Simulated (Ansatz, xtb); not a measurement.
Two structures of CH3LiN

Structure I: `[Li][NH][CH2]`, a doublet. Structure II: a doublet given by its coordinates. Both are isolated molecules in the gas phase, relaxed with PBE0-D3(BJ)/def2-SVP; the shapes shown needn't be the lowest conformers.

I (Å):

```xyz
6

C    -0.4714   -0.2646    0.7521
Li   -1.0233    1.5781   -1.4603
N    -0.4716   -0.0124   -0.5155
H    -0.1513   -0.8216   -1.0542
H    -0.1693   -1.2329    1.1745
H    -0.8173    0.5021    1.4565
```

II (Å):

```xyz
6

C     0.5218   -0.1784   -0.4585
Li   -0.5893   -1.8883    0.0181
N     0.4305   -0.6283    0.8236
H     0.0767    0.1099    1.4338
H     1.1906   -0.7158   -1.1486
H     0.3358    0.8694   -0.7365
```

Close contacts (Å): C1–Li2 2.09, C1–N3 1.36, Li2–N3 1.81, C1–H5 1.10, C1–H6 1.10, N3–H4 1.02.

Quicker runs give these differences E(II) − E(I): GFN2-xTB +1.8 kcal/mol; HF/STO-3G +14.5 kcal/mol (at GFN2-xTB geometries); r2SCAN-D4/def2-SVP −0.5 kcal/mol (at GFN2-xTB geometries).

**Question.** Estimate which is lower in electronic energy at CCSD(T)/def2-TZVP, and by roughly how much.

**Answer.** The CCSD(T)/def2-TZVP calculation puts structure I lower, by 2.4 kcal/mol.

The same difference at several levels:

```tsv
level	geometry	E(II) − E(I) (kcal/mol)	departure from the last row (kcal/mol)	job, with rough time for the two
GFN2-xTB	GFN2-xTB	+1.8	−0.6	optimisation, 0.12 s
HF/STO-3G	GFN2-xTB	+14.5	+12.1	single point, 0.86 s
r2SCAN-D4/def2-SVP	GFN2-xTB	−0.5	−2.9	single point, 5.2 s
PBE0-D3(BJ)/def2-SVP	PBE0-D3(BJ)/def2-SVP	+0.5	−1.9	optimisation, 71 s
HF/def2-TZVP	PBE0-D3(BJ)/def2-SVP	+10.6	+8.3	part of the CCSD(T) run
MP2/def2-TZVP	PBE0-D3(BJ)/def2-SVP	+0.8	−1.6	part of the CCSD(T) run
CCSD(T)/def2-TZVP	PBE0-D3(BJ)/def2-SVP	+2.4		single point, 40 s
```

r2SCAN-D4/def2-SVP, PBE0-D3(BJ)/def2-SVP find them nearly level. The largest departure from CCSD(T)/def2-TZVP is that of HF/STO-3G, 12.1 kcal/mol.

With harmonic frequencies from PBE0-D3(BJ)/def2-SVP (ideal gas, rigid rotor, one conformer each, 298.15 K, 1 atm): on the last row, ΔE + ΔZPE = +1.9, ΔH = +1.7, ΔG = +2.2 kcal/mol.

Open shells are spin-unrestricted, with notable spin contamination under HF/STO-3G. The correlated steps freeze 2 core orbitals; the last core shell of Li is correlated, in a basis made for valence electrons. Codes used: Ansatz 0.2.0, xtb 6.7.1; the last row on 1 thread of Arm Neoverse V1 on a shared host.
